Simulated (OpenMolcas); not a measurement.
**One shape, several levels: CF2 (SMILES F[C]F)**

Aim: a comparison of 6 runs (B2PLYP/STO-3G, M06-2X/STO-3G, SVWN5/STO-3G, UB3LYP/STO-3G, MP2/STO-3G, CISD/STO-3G) of CF2. 

The results are computed with OpenMolcas 26.06.

3 further runs of the same task are left out: 1 for a known fault of the program, 2 that didn't finish.

**1. The molecule**

CF2 has 3 atoms, charge 0, and is taken as a singlet. SMILES: `F[C]F`. The C2–F3 distance was set to 2.310 Å, away from the relaxed value. At this shape a bond of the SMILES string is far longer than usual.

Bond lengths: F1–C2 1.320 Å. A long bond or contact: C2–F3 2.310 Å.

**2. A single-point energy at B2PLYP/STO-3G (run 1)**

struct.xyz

```xyz
3

F      1.184844     1.399115     0.806924
C      1.114724     0.094135     0.623884
F     -0.723760    -0.760620    -0.482500
```

run.input

```
&GATEWAY
 BASLIB = $CurrDir
 COORD = struct.xyz
 BASIS = STO-3G
 GROUP = NoSym

&SEWARD
 GRIDINPUT
 Grid=UltraFine
 End of Grid

&SCF
 KSDFT = B2PLYP_SCF
 THRESHOLDS = 1e-10 1e-07 1e-07 1e-05
 PRORBITALS = 1 1

&MBPT2
 FROZEN = 3
```

The basis set STO-3G is read from a file made from the Basis Set Exchange's data (not shown).

On the command line:

```bash
$ export MOLCAS_MEM=1860
$ pymolcas run.input > run.log
```

Log:

```text
--- Start Module: gateway ---
[...]
--- Stop Module: gateway /rc=_RC_ALL_IS_WELL_ ---
[...]
      Basis functions           15
[...]
--- Start Module: scf ---
[...]
       Convergence after  19 Iterations
[...]
::    Total KS-DFT energy                            -233.7927471061
[...]
      Total spin, S                                     0.0000000000
[...]
      Total electronic charge=   24.000000
      Total            charge=   -0.000000
[...]
      Dipole Moment (debye):
      Origin of the operator (angstrom)=    0.4428    0.2652    0.2730
                   X=  1.2708E+00               Y=  1.8239E+00               Z=  9.0123E-01           Total=  2.3987E+00
      Quadrupole Moment (debye*angstrom):
[...]
--- Stop Module: scf /rc=_RC_ALL_IS_WELL_ ---
[...]
--- Start Module: mbpt2 ---
[...]
 ###    WARNING: MP2 implementation intended for RHF references only         ###
 ###############################################################################
MBPT2 WARNING: Reference function according to RunFile:KS-DFT
I'll assume you know what you're doing and continue
WARNING!
Default frozen orbitals as non valence orbitals is overwritten by user input.
Default values:   3
[...]
       Reference weight ( Cref**2 )         =        0.68316
::    Total MBPT2 energy                             -234.0809301895
[...]
      Total MBPT2 calculations                           0.04      0.04
--- Stop Module: mbpt2 /rc=_RC_ALL_IS_WELL_ ---
[...]
```

Run time: 4.2 s. Hardware: 1 thread of Arm Neoverse V1, shared host; peak memory 0.37 GiB.

**3. A single-point energy at M06-2X/STO-3G (run 2)**

struct.xyz is that of step 2.

run.inp

```
&GATEWAY
 BasLib=$CurrDir
 Coord=struct.xyz
 Basis=STO-3G
 Group=NoSym

&SEWARD
 GridInput
 Grid=UltraFine
 End of Grid

&SCF
 KSDFT=M062X
 Thresholds=1e-10 1e-07 1e-07 1e-05
 PrOrbitals=1 1
```

The basis set STO-3G is read from a file made from the Basis Set Exchange's data (not shown).

On the command line:

```bash
$ export MOLCAS_MEM=1860
$ pymolcas run.inp > run.log
```

Log:

```text
--- Start Module: gateway ---
[...]
--- Stop Module: gateway /rc=_RC_ALL_IS_WELL_ ---
--- Start Module: seward ---
[...]
      Basis functions           15
--- Stop Module: seward /rc=_RC_ALL_IS_WELL_ ---
--- Start Module: scf ---
[...]
       Convergence after  21 Iterations
[...]
::    Total KS-DFT energy                            -234.1114970747
[...]
      Total spin, S                                     0.0000000000
[...]
      Total electronic charge=   24.000000
      Total            charge=   -0.000000
[...]
      Dipole Moment (debye):
      Origin of the operator (angstrom)=    0.4428    0.2652    0.2730
                   X=  1.2977E+00               Y=  1.9047E+00               Z=  9.2498E-01           Total=  2.4834E+00
      Quadrupole Moment (debye*angstrom):
[...]
--- Stop Module: scf /rc=_RC_ALL_IS_WELL_ ---
[...]
```

It took 5.1 s on 1 thread of Arm Neoverse V1, shared host; peak memory 0.37 GiB.

**4. The energy at SVWN5/STO-3G (run 3)**

struct.xyz is that of step 3.

run.input

```
&GATEWAY
 BasLib=$CurrDir
 Coord=struct.xyz
 Basis=STO-3G
 Group=NoSym

&SEWARD
 GridInput
 Grid=UltraFine
 End of Grid

&SCF
 KSDFT=SVWN5
 Thresholds=1e-10 1e-07 1e-07 1e-05
 PrOrbitals=1 1
```

The basis set STO-3G is read from a file made from the Basis Set Exchange's data (not shown).

On the command line:

```bash
$ export MOLCAS_MEM=1860
$ pymolcas run.input > run.log
```

Log:

```text
--- Start Module: gateway ---
[...]
--- Stop Module: gateway /rc=_RC_ALL_IS_WELL_ ---
--- Start Module: seward ---
[...]
      Basis functions           15
--- Stop Module: seward /rc=_RC_ALL_IS_WELL_ ---
--- Start Module: scf ---
[...]
       Convergence after  27 Iterations
[...]
::    Total KS-DFT energy                            -232.4964373971
[...]
      Total spin, S                                     0.0000000000
[...]
      Total electronic charge=   24.000000
      Total            charge=   -0.000000
[...]
      Dipole Moment (debye):
      Origin of the operator (angstrom)=    0.4428    0.2652    0.2730
                   X=  8.9436E-01               Y=  1.9156E+00               Z=  7.0424E-01           Total=  2.2283E+00
      Quadrupole Moment (debye*angstrom):
[...]
--- Stop Module: scf /rc=_RC_ALL_IS_WELL_ ---
[...]
```

Wall time 4.5 s (1 thread of Arm Neoverse V1, shared host); peak memory 0.37 GiB.

Runs 4 to 5 aren't shown in full; the table further down has their settings and results.

**5. A single-point energy at CISD/STO-3G (run 6)**

struct.xyz is that of step 4.

run.inp

```
>>> EXPORT MOLCAS_PRINT=2

&GATEWAY
  BasLib
  $CurrDir
  Coord
  struct.xyz
  Basis
  STO-3G
  Group
  NoSym

&SEWARD

&SCF
  Thresholds
  1e-10 1e-07 1e-07 1e-05
  PrOrbitals
  1 1

&MOTRA
  Frozen
  3

&GUGA
  Electrons
  18
  Spin
  1
  Inactive
  9
  Active
  0
  CIAll
  1

&CPF
  SDCI
```

The basis set STO-3G is read from a file made from the Basis Set Exchange's data (not shown).

On the command line:

```bash
$ export MOLCAS_MEM=1860
$ pymolcas run.inp > run.log
```

Log:

```text
--- Start Module: gateway ---
[...]
--- Stop Module: gateway /rc=_RC_ALL_IS_WELL_ ---
[...]
      Basis functions           15
[...]
       Convergence after  18 Iterations
[...]
::    Total SCF energy                               -233.1155972374
[...]
      Total spin, S                                     0.0000000000
[...]
      *** WARNING: Default frozen orbitals is overwritten by user input.
      *** Default values:   3
[...]
--- Start Module: guga ---
[...]
--- Stop Module: guga /rc=_RC_ALL_IS_WELL_ ---
--- Start Module: cpf ---
[...]
      Active orbitals                            0       0
[...]
      Spin quantum number                      0.0
[...]
     FINAL CI ENERGY          -233.34715373
     FINAL CORRELATION ENERGY   -0.23155649  REFERENCE ENERGY    -233.11559724
[...]
     REL. CI ENERGY           -233.34715373
[...]
      Total electronic charge=   24.000000
      Total            charge=   -0.000000
[...]
      Dipole Moment (debye):
      Origin of the operator (angstrom)=    0.4428    0.2652    0.2730
                   X=  3.2928E-01               Y=  1.1604E+00               Z=  3.0966E-01           Total=  1.2454E+00
      Quadrupole Moment (debye*angstrom):
[...]
--- Stop Module: cpf /rc=_RC_ALL_IS_WELL_ ---
[...]
```

Wall time 1.9 s (1 thread of Arm Neoverse V1, shared host); peak memory 0.37 GiB.

**6. All runs side by side**

```csv
run,level,frozen core orbitals,scramble,energy (Eh),dipole moment (D) of the reference,HOMO energy (eV),LUMO energy (eV),wall time
1,B2PLYP/STO-3G,3,–,-233.870557,2.40,-4.17,1.85,4.2 s
2,M06-2X/STO-3G,–,–,-234.111497,2.48,-4.25,1.19,5.1 s
3,SVWN5/STO-3G,–,–,-232.496437,2.23,-0.84,-0.74,4.5 s
4,UB3LYP/STO-3G,–,0.25,-234.148481,1.81,-3.05,0.13,12 s
5,MP2/STO-3G,3,–,-233.293782,2.39,-5.61,3.95,1.7 s
6,CISD/STO-3G,3,–,-233.347154,2.39,-5.61,3.95,1.9 s
```

**7. What came out**

```
                                          quantity          value
                               run 6: total energy  -233.34715 Eh
         run 6: dipole moment (mean-field density)         2.39 D
        run 6: HOMO energy (Hartree–Fock orbitals)       -5.61 eV
        run 6: LUMO energy (Hartree–Fock orbitals)        3.95 eV
      run 6: HOMO–LUMO gap (Hartree–Fock orbitals)        9.56 eV
run 6: correlation energy (3 core orbitals frozen)     -231.6 mEh
```

In words: Over runs 1, 2, 3, 4 the dipole moment (its size) runs from 1.81 D (UB3LYP/STO-3G) to 2.48 D (M06-2X/STO-3G). Over runs 1, 2, 3, 4 the HOMO–LUMO gap runs from 0.11 eV (SVWN5/STO-3G) to 6.02 eV (B2PLYP/STO-3G). A double hybrid's value is that of its SCF part. For B2PLYP the log adds the whole second-order term; the table takes 0.27 of it, as the functional is defined. Totals of different functionals can't be ranked against each other. In runs 1, 2, 3, 4, 5, 6 the basis is minimal, so the values are rough. In runs 1, 2, 3, 5, 6 a closed-shell determinant meets a far-stretched bond, which it describes badly. Spin contamination of the reference: run 4 ⟨S²⟩ = 0.74. Where it is this large, the reference is a mixture of spin states, and values that rest on it are in doubt. All runs together took 29 s, the longest 12 s.
